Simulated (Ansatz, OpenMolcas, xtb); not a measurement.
# How methods differ on BH3O2 (SMILES OBO)

BH3O2: 6 atoms, total charge 0, spin state singlet. SMILES: `OBO`. The shape is that of a PBE0-D4/def2-TZVP optimisation. This is one conformer, not always the lowest.

Each level gives the electronic atomisation energy (eV). The values are calculated. Electronic energies at fixed atoms, without zero-point motion or spin-orbit coupling.

```
            level                    kind     program  value (eV)  CPU time (all runs)
         GFN0-xTB          semi-empirical         xtb       28.13            under 2 s
     HF/def2-TZVP            Hartree–Fock  OpenMolcas       18.42                 22 s
  SVWN5/def2-TZVP                     LDA      Ansatz       29.16                2.4 s
    PBE/def2-TZVP                     GGA  OpenMolcas       25.73                 44 s
 revPBE/def2-TZVP                     GGA      Ansatz       24.80                3.5 s
 M06-2X/def2-TZVP         hybrid meta-GGA  OpenMolcas       25.48                 51 s
wB97M-V/def2-TZVP  range-separated hybrid      Ansatz       25.39                 15 s
 B2PLYP/def2-TZVP           double hybrid      Ansatz       25.06                4.1 s
    MP2/def2-TZVP     perturbation theory      Ansatz       25.16                1.9 s
   CCSD/def2-TZVP   coupled cluster or CI      Ansatz       24.07                8.5 s
```

The values span 18.42 to 29.16 eV. The xTB rows lack spin polarisation, so open shells miss the exchange term that lowers them. CPU times are rough (shared hosts, several kinds of processor): they show what a rung costs within a factor of a few.
